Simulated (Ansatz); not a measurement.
Two shapes of singlet N₂O.

Shape 1:

```xyz
3

N     0.0436   -0.0227   -1.2037
N    -0.0394    0.0049   -0.0379
O    -0.0400    0.0017    1.0748
```

Shape 2:

```xyz
3

N     0.0000    0.0000   -1.2898
N     0.0000    0.0000   -0.0737
O     0.0000    0.0000    1.1931
```

Basis set: 6-31G* (spherical functions). Frozen core: 3 orbitals. Charge 0, multiplicity 1.

Computed with Ansatz (development build ahead of 0.2.0); each method stands on the lowest determinant of its kind that the runs found.

(1) Which shape is lower in energy, and by how much in each method?

Answers

(1)

```tsv
method	E(2) − E(1) (eV)
RHF	0.794
RHF-MP2	-0.100
```

The methods disagree on the order. Caution: in another basis set an unrestricted determinant lies well below.
